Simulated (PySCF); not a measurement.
Geometries of 2 isomers of CH5NSi, from PySCF 2.14.0, PBE0-D3(BJ)/def2-SVP geometry optimisation, gas phase. One conformer each, no zero-point energy, no frequencies.

Task: Which isomer lies lower at this level?
A.
```xyz
8
angstrom
C      1.486   -0.166    0.388
N      0.367   -0.740    0.302
Si    -1.112    0.018   -0.266
H      2.373   -0.716    0.756
H      1.675    0.896    0.113
H     -0.912    1.458   -0.649
H     -1.598   -0.748   -1.449
H     -2.124   -0.069    0.826
```
B.
```xyz
8
angstrom
N      1.580   -0.442   -0.558
C      0.751    0.071    0.261
Si    -1.105    0.043   -0.130
H      2.542   -0.356   -0.205
H      1.072    0.540    1.217
H     -1.808   -0.806    0.882
H     -1.651    1.431   -0.019
H     -1.327   -0.495   -1.501
```

Result: A. That is `C=N[SiH3]`, 9.7 kcal/mol below the other.

```csv
SMILES,atoms numbered as above,E (Eh),relative (kcal/mol),relative (kJ/mol),dipole (D)
C=N[SiH3],[CH2:1]=[N:2][SiH3:3],-384.93296,0.0,0.0,1.42
[H]/N=C/[SiH3],[H]/[N:1]=[CH:2]/[SiH3:3],-384.91750,9.7,40.6,1.76
```

As drawn, the higher has an N–H bond and an Si–C bond, which the lower lacks.
